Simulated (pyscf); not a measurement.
Four-centre exchange: `[CH3][NH2]` + `[H][H]` -> `[CH3][NH2]` + `[H][H]`

Gas phase, singlet surface, charge 0. Bonds broken: N2–H6, H8–H9. Bonds formed: N2–H8, H6–H9. Optimised with ωB97X-D3(BJ)/def2-SVP in PySCF.

Transition state (Å):

```xyz
9

C     -0.0130     0.3272    -0.2651
N     -0.6332     0.1098     1.0487
H      0.7559     1.1016    -0.1229
H     -0.7588     0.6760    -0.9919
H      0.4561    -0.5968    -0.6289
H     -0.8534     1.0364     1.5618
H     -1.3793    -0.5930     1.0816
H      0.0958     0.0421     1.8453
H      0.2313     1.3993     2.6780
```

One imaginary mode, 1271i cm⁻¹; descent along it reached the two sides named.

```json
[
 {"bond": "N2–H6", "change": "breaks", "reactant side (Å)": "1.019", "saddle": "1.082", "product side": "2.493"},
 {"bond": "H8–H9", "change": "breaks", "reactant side (Å)": "0.765", "saddle": "1.598", "product side": "3.6"},
 {"bond": "N2–H8", "change": "forms", "reactant side (Å)": "2.493", "saddle": "1.082", "product side": "1.019"},
 {"bond": "H6–H9", "change": "forms", "reactant side (Å)": "3.6", "saddle": "1.598", "product side": "0.765"}
]
```

Electronic energies relative to the separated reactants (kcal/mol):

```tsv
level	barrier	reaction energy	reverse barrier
ωB97X-D3(BJ)/def2-TZVP	60.7	0.0	60.7
PBE/def2-TZVP	54.8	0.0	54.8
r²SCAN/def2-TZVP	58.6	0.0	58.6
B3LYP-D3(BJ)/def2-TZVP	58.6	0.0	58.6
PBE0-D3(BJ)/def2-TZVP	56.9	0.0	56.9
M06-2X/def2-TZVP	62.6	0.0	62.6
ωB97M-D3(BJ)/def2-TZVP	58.7	0.0	58.7
HF/def2-TZVP	68.8	0.0	68.8
```

With ωB97M-D3(BJ)/def2-TZVP energies and thermal terms (ideal gas, 1 atm, RRHO with modes under 100 cm⁻¹ raised to 100, one conformer, R ln 2 for chiral ones without a mode under 150 cm⁻¹), in kcal/mol:

```
T (K)   ΔH‡   ΔG‡   ΔH   ΔG
-----  ----  ----  ---  ---
298    59.1  67.2  0.0  0.0
600    58.2  75.9  0.0  0.0
900    57.9  84.8  0.0  0.0
1200   58.1  93.7  0.0  0.0
```

One saddle was located; it need not be the lowest between these sides.
